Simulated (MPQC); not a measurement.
# C2H3 (SMILES [CH]=C): a first try and a second

Aim: a single-point energy of C2H3 at ROHF/6-311G*.

Program for the calculation: MPQC 2.3.1.

5 further runs of the same task are left out: 5 set aside as unsound or not needed.

## 1. The molecule

C2H3: 5 atoms, total charge 0, spin state doublet. SMILES: `[CH]=C`. The shape is that of a GFN2-xTB optimisation.

Bond lengths: C1–C2 1.288 Å, C1–H3 1.065 Å, C2–H4 1.094 Å, C2–H5 1.082 Å. Angles: C1–C2–H4 124.3°, C1–C2–H5 122.2°, C2–C1–H3 139.3°, H4–C2–H5 113.5°.

## 2. The input as first written

The input, mol.in:

```
% C2H3
checkpoint: no
optimize: no
molecule: (bohr)
  C  0.92316901 -0.80577922 1.06947160
  C  -0.25653032 0.71197321 -0.42284512
  H  0.92364144 -2.75291522 1.57739219
  H  -1.77908266 0.14231527 -1.70065903
  H  0.18880254 2.70442485 -0.52337855
basis: 63-11G*
method: RHF
symmetry: c1
multiplicity: 2
memory: 1000000000
```

Run with:

```console
$ mpqc mol.in > mol.out
```

The program printed:

```text
MPQC: Massively Parallel Quantum Chemistry
                                   Version 2.3.1

  Using IntegralV3 by default for molecular integrals evaluation

  GaussianBasisSet::count_shells_ couldn't find ":basis:carbon:63-11G*":
  PrefixKeyVal: error: "The keyword was not found."
    prefix:
      "basis"
    keyval:
    ParsedKeyVal: error: "The keyword was not found."
ERROR: EXCEPTION RAISED:
GaussianBasisSet::count_shells_ -- couldn't find the basis set
terminate called after throwing an instance of 'std::runtime_error'
```

It took 0.08 s on 1 thread of Arm Neoverse V2, shared host.

## 3. Diagnosis

The program refused the input.

The log says `GaussianBasisSet::count_shells_ -- couldn't find the basis set`. Cause: the input names a basis that the program doesn't know. To mend it: basis set 6-311G* in place of 63-11G*.

## 4. Second attempt

The input, mol.in:

```
% C2H3 RHF
charge: 0
checkpoint: no
symmetry: c1
memory: 1000000000
method: RHF
basis: 6-311G*
multiplicity: 2
molecule: (bohr)
  C      0.92316901    -0.80577922     1.06947160
  C     -0.25653032     0.71197321    -0.42284512
  H      0.92364144    -2.75291522     1.57739219
  H     -1.77908266     0.14231527    -1.70065903
  H      0.18880254     2.70442485    -0.52337855
```

Run with:

```console
$ mpqc mol.in > mol.out
```

The program printed:

```text
MPQC: Massively Parallel Quantum Chemistry
[...]
  LUMO is     9   A =   0.173869
  total scf energy =  -77.3963505425
Value of the MolecularEnergy:  -77.3963505425
[...]
      symmetry = c1
[...]
      nbasis = 45
[...]
```

Run time: 0.58 s. Hardware: 1 thread of Arm Neoverse V2, shared host.

## 5. What came out

Level: ROHF/6-311G*.

| quantity | value |
| --- | --- |
| total energy | -77.39635 Eh |
